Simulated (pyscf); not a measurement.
This saddle point was located with ωB97X-D3(BJ)/def2-SVP in PySCF.

```xyz
9

C     -1.6695    -0.3480     0.1700
C     -0.3453    -0.0775    -0.1230
C      0.9427     0.0052    -0.2644
H     -2.0113    -0.0835     1.1783
H     -2.0960    -1.2507    -0.2847
H      1.4216     0.7567    -0.8917
H      1.5450    -0.7298     0.2864
Cl    -1.2412     1.8667    -1.6226
H     -1.9383     0.6187    -0.5860
```

Surface: singlet, charge 0. Lowest wavenumbers (cm⁻¹): 1591i, 210, 220, 330, 357.

Problem. Which two sides does it connect, and which bonds change?

Solution. H₂C=C=CH₂ (SMILES C=C=C) + HCl (SMILES Cl) ⇌ H₂C=C(CH₃)–Cl (SMILES C=C(C)Cl), an addition across a multiple bond or ene-type step read from left to right: Cl–H broken and C–H, C–Cl formed. At CCSD(T)/def2-TZVPP + ΔMP2(QZVPP) it lies +170.2 kJ/mol from the left side and +303.0 kJ/mol from the right (each side as separated species at their lowest minima found). On the product side the descent ends in a point that may be a rotor saddle (no frequency run), 10.3 kJ/mol over the lowest minimum found and 294.1 kJ/mol under the saddle at ωB97X-D3(BJ)/def2-TZVP. At ωB97X-D3(BJ)/def2-TZVP the barrier from the zero used here is 156.0 kJ/mol. One saddle was located; it need not be the lowest between these sides. The CCSD(T) − MP2 part came from Ansatz, without density fitting, on the same reference.
